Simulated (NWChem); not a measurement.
# Basis-set dependence for hydrogen fluoride (HF)

```
F
H 1 0.9248
```
Charge 0, spin multiplicity 1.

All runs are NWChem calculations. All single points use one geometry, from B3LYP/def2-SVP, a minimum by its harmonic frequencies.

Hartree-Fock energies in Ha, correlation energies in mHa.

The correlated methods keep 1 core orbital frozen. The Pople sets run with spherical d functions. Coupled-cluster values serve here as a point of comparison, not as the truth.

```csv
basis,functions,RHF,MP2,SCS-MP2,CCSD,CCSD+T(CCSD),CCSD(T),CR-CCSD[T],CR-CCSD(T),CCSDT
6-31G*,16,-100.00058,-178.7,-172.5,-183.1,-185.0,-184.8,-184.8,-184.6,-184.9
def2-SVP,19,-99.93211,-199.8,-193.6,-205.2,-207.2,-207.0,-206.9,-206.8,-207.1
def2-TZVP,37,-100.06293,-267.4,-261.6,-270.2,-276.4,-276.1,-275.6,-275.4,-276.1
def2-QZVP,87,-100.06975,-297.1,-293.1,-297.1,-305.3,-305.0,-304.4,-304.1,not run
```

From def2-TZVP to def2-QZVP the Hartree-Fock energy moves by -6.8 mHa and the MP2 correlation energy by -29.7 mHa, which is 10 % of its value in the larger set.
